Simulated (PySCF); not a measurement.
Bond stretch in CH₂O₂, SMILES O=CO. The O1–H5 bond (O1 also carries C; H5 carries nothing else) is pulled apart rigidly from the PBE0/def2-TZVP optimised geometry.

- RCCSD(T) = CCSD(T) on RHF/6-31G, 3 core orbitals frozen run with PySCF 2.14.0
- UKS-CAM-B3LYP = unrestricted CAM-B3LYP/6-31G in PySCF 2.14.0
- UKS-PBE0 = unrestricted PBE0/6-31G in PySCF 2.14.0
- RKS-BHandHLYP = restricted BHandHLYP/6-31G (PySCF)

Energies are in kJ/mol, each relative to the lowest point of its own curve near equilibrium.

```
R / Å  RCCSD(T)  UKS-CAM-B3LYP  UKS-PBE0  RKS-BHandHLYP
-----  --------  -------------  --------  -------------
0.77      178.6          173.6     172.5          162.3
0.82       92.5           88.7      87.9           80.3
0.88       32.8           30.3      29.8           25.3
0.92        [?]           10.1       9.9            7.4
0.94        5.6            4.3       4.2            2.7
0.97        0.7            0.0       0.0            0.0
1.00        0.0            0.0       0.1            1.6
1.02        1.5            2.0       2.2            4.6
1.06        8.5            9.9      10.2           14.6
1.11       22.6           25.4      25.9            [?]
1.20       57.6           63.5      63.9           74.7
1.31      108.0          118.8     118.8          134.7
1.44      168.8          187.4     186.4          208.3
1.60      237.1          268.8     265.7          295.0
1.75        [?]          334.5     331.2          369.4
1.95      343.4          391.4     386.4          456.3
2.14      372.8          423.2     416.3            [?]
2.37      384.0          444.9     436.8          595.7
2.64      373.2          457.9     449.1          659.6
2.88      354.3          463.6     454.4            [?]
3.38      317.6          468.2     458.6            [?]
```

Fill in the missing entries.


- 0.92, RCCSD(T): 11.8
- 1.11, RKS-BHandHLYP: 32.5
- 1.75, RCCSD(T): 290.6
- 2.14, RKS-BHandHLYP: 526.2
- 2.88, RKS-BHandHLYP: 703.7
- 3.38, RKS-BHandHLYP: 767.6

The T1 diagnostic of CCSD on the restricted reference of RCCSD(T) exceeds 0.045 at 2.14 to 3.38 Å. The unrestricted determinant behind UKS-CAM-B3LYP, UKS-PBE0 is spin-contaminated at 1.75 to 3.38 Å (<S²> up to 1.0, against 0.00 for a pure singlet). At the longest distance RKS-BHandHLYP leaves fractional charges on the fragments, a sign of delocalisation error or of the restricted form. The restricted form behind RKS-BHandHLYP keeps the bonding electrons paired and can't separate into open-shell fragments.
